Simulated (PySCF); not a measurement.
Two structures of Si2NH7, singlet, reached by relaxing down either side of one saddle point (PBE0-D4/def2-TZVP). Energies are electronic, without zero-point energy. Program: PySCF 2.14 with density fitting (its default auxiliary sets; JK sets also for MP2 and CCSD(T)). Basis: def2-TZVPP and def2-QZVPP. Cores are frozen in the correlated methods. Extrapolation: Hartree–Fock as exp(−7.88 √X), correlation as X^−2.97. First:

Si1  (-1.090, -0.984, -0.003)
Si2  (1.114, -0.713, 0.851)
H3  (-1.776, 1.062, -1.379)
N4  (-0.862, 0.699, -1.127)
H5  (-1.628, -0.102, 1.121)
H6  (1.253, -1.249, 2.237)
H7  (2.183, -1.366, 0.035)
H8  (1.516, 0.739, 0.905)
H9  (-0.346, 1.427, -0.638)
H10  (-0.369, 0.484, -1.988)
(Å)

Second:

```csv
atom,x (Å),y (Å),z (Å)
Si1,-0.8736,0.1647,-0.1342
Si2,0.8526,-1.1377,0.7899
H3,-1.6898,-0.7054,-1.0253
N4,-0.3651,1.5325,-1.0582
H5,-1.7273,0.6666,0.9774
H6,0.3175,-2.2890,1.5705
H7,1.7345,-1.6766,-0.2846
H8,1.6994,-0.3139,1.6989
H9,0.0442,2.3198,-0.5802
H10,0.0940,1.3826,-1.9430
```

(1) Which bonds change from the first to the second?

(2) Give the saddle point's structure and its height above each. (Judge from chemistry; the value comes from the calculation.)

T1 diagnostic: at most 0.015. The restricted Hartree–Fock reference is unstable towards an unrestricted one at one or more of these structures.

Results:

(1) Si₂H₄ ([SiH][SiH3]) + NH₃ → Si₂NH₇ ([NH2][SiH2][SiH3]); bonds formed: Si1–H3; dative contacts that become bonds: Si1–N4; bonds broken: H3–N4.

(2) Computed: 162.3 kJ/mol above the first and 297.9 kJ/mol above the second (CCSD(T) at an estimated basis limit (MP2 extrapolated from triple and quadruple zeta, plus CCSD(T) − MP2 in triple zeta)).
Si1  (-0.985, -0.229, 0.127)
Si2  (1.093, -1.084, 0.821)
H3  (-1.762, 0.290, -1.194)
N4  (-0.715, 1.173, -1.119)
H5  (-1.481, 0.584, 1.281)
H6  (0.911, -2.111, 1.884)
H7  (1.790, -1.729, -0.326)
H8  (1.990, -0.011, 1.345)
H9  (-0.671, 2.156, -0.877)
H10  (-0.170, 0.961, -1.943)
(Å)

Losses and insertions of silylenes and their heavier kin drive the gas-phase chemistry of silicon and germanium vapour deposition.

Labels in which every atom is bracketed show which atoms are joined, not bond orders.

For scale, one of the runs: CCSD(T)/def2-TZVPP, 213 basis functions, launched by `OMP_NUM_THREADS=4 python run.py`. Time: 7.7 min of wall clock on 4 CPU threads of an Arm Neoverse V1; the host was shared. Peak host memory: 2.5 GiB.
